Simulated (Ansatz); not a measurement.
# BCCD(T)/STO-3G run of AlNH4 (AlH2(NH2))

Aim: the vertical ionisation energy of AlNH4 (AlH2(NH2)) at BCCD(T)/STO-3G, from 2 runs. 

The results are computed with Ansatz 0.2.0.

54 further runs of the same task are left out: 2 that didn't finish, 52 set aside as unsound or not needed.

## (1) Starting point

AlNH4: 6 atoms, total charge 0, spin state singlet. As SMILES, `[H][Al]([H])[NH2]`. The shape comes from GFN2-xTB, which is rough for such elements, and wasn't checked as a minimum.

Bond lengths: Al1–N4 1.775 Å, Al1–H2 1.541 Å, Al1–H3 1.542 Å, N4–H5 1.014 Å, N4–H6 1.014 Å. Angles: Al1–N4–H5 127.0°, Al1–N4–H6 126.7°, H2–Al1–N4 121.7°, H3–Al1–N4 121.7°, H5–N4–H6 106.3°, H2–Al1–H3 116.6°.

## (2) The energy at BCCD(T)/STO-3G

Contents of input.yaml:

```yaml
crystal:
  periodic: [false, false, false]
  atoms:
    - symbol: Al
      position_ang: [0.411220, 0.709780, 0.004090]
    - symbol: H
      position_ang: [1.951140, 0.754090, 0.040220]
    - symbol: H
      position_ang: [-0.317540, 2.068550, -0.020570]
    - symbol: "N"
      position_ang: [-0.477760, -0.827010, -0.006690]
    - symbol: H
      position_ang: [-0.803830, -1.337930, -0.819770]
    - symbol: H
      position_ang: [-0.763230, -1.367490, 0.802720]
basis:
  gaussian:
    orbitals: STO-3G
scf:
  omitted_lower_state_checks: [cluster_reference, increment]
correlation:
  method: bccd_t
  frozen_orbitals: {Al: 5, H: 0, "N": 1}
accuracy: high
```

The run is started by

```console
ansatz run input.yaml --threads 1 --pin off --max-ram 2610MiB --events-out events.jsonl --progress --plain --runs-dir runs
```

What it wrote (excerpt; [...] marks lines left out):

```text
Warning: RAYON_NUM_THREADS=1 ignored (pool sized by the plan → 1); use --threads N
Functional definition: HF
  name "HF"
[...]
312 factors; integrals over basis functions are off by at most 1.4e-8 eV
[...]
mean field -8029.32330925 eV, -295.0721891442 hartree, gradient 6.8e-8 eV, S^2 0.000000; 0 other end points of the search recorded, 0 dependent functions left out
6 core orbitals not correlated: weight in the atoms' cores, before any rotation towards them, 0.999 or more for the frozen orbitals, at most 0.000 for the correlated occupied ones
reference -8029.32330925 eV, -295.0721891442 hartree; 6, 6 occupied and 6, 6 virtual orbitals, 312 factors
second order -1.90805283 eV of doubles, -0.00000000 eV of singles
cycle   1  -2.35834947 eV  change   -4.5e-1 eV  update   5.3e-2
[...]
cycle  19  -2.57934307 eV  change   4.3e-10 eV  update  3.9e-10
perturbative correction -0.03012096 eV, -0.0011069247 hartree
Total energy: -8031.93277328 eV, -295.1680851785 hartree
Checks for a lower state left out: cluster_reference, increment
```

It took 0.16 s on 1 thread of Intel Xeon Platinum 8488C (Sapphire Rapids), shared host.

## (3) The doublet cation

Contents of input.yaml:

```yaml
crystal:
  periodic: [false, false, false]
  atoms:
    - {symbol: Al, position_ang: [0.411220, 0.709780, 0.004090]}
    - {symbol: H, position_ang: [1.951140, 0.754090, 0.040220]}
    - {symbol: H, position_ang: [-0.317540, 2.068550, -0.020570]}
    - {symbol: "N", position_ang: [-0.477760, -0.827010, -0.006690]}
    - {symbol: H, position_ang: [-0.803830, -1.337930, -0.819770]}
    - {symbol: H, position_ang: [-0.763230, -1.367490, 0.802720]}
basis:
  gaussian: {orbitals: STO-3G}
total_charge: 1
magnetization: {spin_polarized: true, initial_magnetization: 1}
correlation: {method: bccd_t, frozen_orbitals: {Al: 5, H: 0, "N": 1}}
accuracy: high
scf: {omitted_lower_state_checks: [cluster_reference, increment]}
```

The run is started by

```console
ansatz run input.yaml --threads 1 --pin off --max-ram 2610MiB --events-out events.jsonl --progress --plain --runs-dir runs
```

What it wrote (excerpt; [...] marks lines left out):

```text
Warning: RAYON_NUM_THREADS=1 ignored (pool sized by the plan → 1); use --threads N
Functional definition: HF
  name "HF"
[...]
312 factors; integrals over basis functions are off by at most 1.4e-8 eV
[...]
mean field -8024.58704166 eV, -294.8981345206 hartree, gradient 9.5e-8 eV, S^2 0.760289; 1 other end points of the search recorded, 0 dependent functions left out
6 core orbitals not correlated: weight in the atoms' cores, before any rotation towards them, 0.999 or more for the frozen orbitals, at most 0.001 for the correlated occupied ones
reference -8024.58704166 eV, -294.8981345206 hartree; 6, 5 occupied and 6, 7 virtual orbitals, 312 factors
second order -1.76416107 eV of doubles, -0.00000000 eV of singles
cycle   1  -2.24740387 eV  change   -4.8e-1 eV  update   6.0e-2
[...]
cycle  25  -2.54982795 eV  change  -4.1e-10 eV  update  9.4e-10
perturbative correction -0.02821101 eV, -0.0010367356 hartree
Total energy: -8027.16508062 eV, -294.9928757051 hartree
Checks for a lower state left out: cluster_reference, increment
```

Wall time 0.3 s (1 thread of Intel Xeon Platinum 8488C (Sapphire Rapids), shared host).

## (4) Results

At BCCD(T)/STO-3G, 6 core orbitals frozen:

| quantity | value |
| --- | --- |
| singlet AlNH4: total energy | -295.16809 Eh |
| singlet AlNH4: correlation energy (6 core orbitals frozen) | -95.9 mEh |
| singlet AlNH4: (T) correction | -1.11 mEh |
| doublet cation: total energy | -294.99288 Eh |
| doublet cation: correlation energy (6 core orbitals frozen) | -94.7 mEh |
| doublet cation: (T) correction | -1.04 mEh |
| doublet cation: ⟨S²⟩ of the reference determinant | 0.760 |
| vertical ionisation energy (to the doublet cation) | 4.768 eV |

**Reading.** The vertical ionisation energy comes to 4.77 eV (110 kcal/mol). In a minimal basis such a difference can be off by several eV, whatever the method. The triples (singlet AlNH4) make up 1.2 % of the correlation energy. The triples (doublet cation) make up 1.1 % of the correlation energy.
